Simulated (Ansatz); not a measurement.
# NH₃ (triplet): the correlation ladder at distance H1–H2 along a hydrogen transfer = 0.812 Å, 6-31G

How much of the correlation energy of NH₃ (triplet) does each wave-function method recover here?

Method: 6-31G, core rule «outside noble gas», up to 1 orbitals frozen; program: Ansatz 0.2.0, Gaussian basis.

Plan: UHF; CCSD(T) on ROHF; CCSD(T) on UHF; BCCD(T) on ROHF; CISD; CCSDT(Q) on ROHF; CCSDT(Q) on UHF; CISDTQ; CCSDTQ on ROHF; CCSDTQ on UHF; CASSCF and MRCISD+Q, 4 electrons in 4 orbitals; CASSCF and NEVPT2, 4 electrons in 4 orbitals; CASSCF and MRCISD+Q, 8 electrons in 7 orbitals; CASSCF and NEVPT2, 8 electrons in 7 orbitals; Full CI.

7 further runs of the same task are left out: 5 that didn't finish, 2 set aside as unsound or not needed.

## 1. What is computed

The geometry derives from fragments relaxed apart (PBE0/def2-TZVP) and kept rigid, so it is no stationary point. A hydrogen atom is moved between rigid fragments.

4 atoms, charge 0, spin multiplicity 3.

Atoms are counted from 1 here; the program's logs count them from 0.

Bond lengths: H1–H2 0.812 Å, H2–N3 1.208 Å, N3–H4 1.040 Å. Angles: H1–H2–N3 180.0°, H2–N3–H4 105.0°.

## 2. UHF

in.yaml

```yaml
crystal:
  periodic: [false, false, false]
  atoms:
    - {symbol: H, position_ang: [-1.844878, 0.059434, 0.000000]}
    - {symbol: H, position_ang: [-1.032878, 0.059434, 0.000000]}
    - {symbol: N, position_ang: [0.175122, 0.059434, 0.000000]}
    - {symbol: H, position_ang: [0.444203, -0.944792, 0.000000]}
basis:
  gaussian: {orbitals: 6-31G}
magnetization: {spin_polarized: true, initial_magnetization: 2}
hamiltonian: {xc: hf}
output: {orbitals: {seedname: orbitals}}
```

Started as:

```sh
ansatz run in.yaml --threads 1 --pin off --events-out ev --progress --plain --max-ram 2393MiB
```

The runs that follow: CCSD(T) on ROHF; CCSD(T) on UHF; BCCD(T) on ROHF; CISD; CCSDT(Q) on ROHF; CCSDT(Q) on UHF; CISDTQ; CCSDTQ on ROHF; CCSDTQ on UHF; CASSCF and MRCISD+Q, 4 electrons in 4 orbitals; CASSCF and NEVPT2, 4 electrons in 4 orbitals; CASSCF and MRCISD+Q, 8 electrons in 7 orbitals; CASSCF and NEVPT2, 8 electrons in 7 orbitals; Full CI.

Q: Predict the results of all the runs planned. Wanted: FCI below the RHF energy; RMP2 from FCI; UMP2 from FCI; RCCSD from FCI; RCCSD(T) from FCI; UCCSD(T) from FCI; RCCSDT(Q) from FCI; UCCSDT(Q) from FCI; NEVPT2 pair from FCI.

The runs gave:

| quantity | value |
| --- | --- |
| FCI below the RHF energy | -3.2073 eV |
| RMP2 from FCI | +59.5 kJ/mol |
| UMP2 from FCI | +56.6 kJ/mol |
| RCCSD from FCI | +4.7 kJ/mol |
| RCCSD(T) from FCI | +1.2 kJ/mol |
| UCCSD(T) from FCI | +1.1 kJ/mol |
| RCCSDT(Q) from FCI | 0.0 kJ/mol |
| UCCSDT(Q) from FCI | 0.0 kJ/mol |
| NEVPT2 pair from FCI | +43.1 kJ/mol |
| NEVPT2 valence from FCI | +33.0 kJ/mol |
| MRCISD+Q valence from FCI | +1.3 kJ/mol |
| levels within 1 kcal/mol (43 meV) | RCCSD(T), UCCSD(T), BCCD(T), RCCSDT, UCCSDT, CISDTQ, RCCSDT(Q), UCCSDT(Q), RCCSDTQ, UCCSDTQ, MRCISD+Q valence |
| T1 diagnostic | 0.033 |
| effectively unpaired electrons | 2.02 |

**Reading.** RCCSD(T) misses by +1.2 kJ/mol, 0.4 % of the correlation energy. One determinant dominates. Of the multireference levels listed MRCISD+Q valence comes nearest in total energy (+1.3 kJ/mol), which doesn't show that its space is the better one. These misses are within one basis, not against nature; the frozen cores of restricted and unrestricted runs differ, which can shift their rows.
